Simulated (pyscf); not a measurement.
HO–Si(OH)(OH)–O–Si(OH)(OH)–OH + CH₃• → •O–Si(OH)(OH)–O–Si(OH)(OH)–OH + CH₄ (hydrogen abstraction; doublet surface; H–O broken, C–H formed). Single points on ωB97X-D3(BJ)/def2-SVP structures (PySCF, gas phase). Rate constants from transition-state theory, ωB97M-D3(BJ)/def2-TZVP energies (ideal gas, 1 atm, RRHO with modes under 100 cm⁻¹ raised to 100, one conformer, R ln 2 for chiral ones without a mode under 150 cm⁻¹; no tunnelling), k in cm³ molecule⁻¹ s⁻¹.

```
T (K)  1000/T  log10 k
-----  ------  -------
298     3.354   -27.13
600     1.667   -19.81
900     1.111        ?
1200    0.833   -15.85
```

Problem. Fit an Arrhenius line to the three values, give the activation energy, and predict k at 900 K.

Solution. Least squares gives log10 k = -12.24 − 4.46 × 1000/T, so Ea = 4.46 × ln 10 × 1.987 = 20.4 kcal/mol, against an electronic barrier of 18.7. At 900 K the line gives -17.20; the computed value is -17.24 (ΔG‡ = 47.8 kcal/mol), close to the line. This is the saddle that the search found; another between the same sides may lie lower. The angle at the transferred H is 165°.
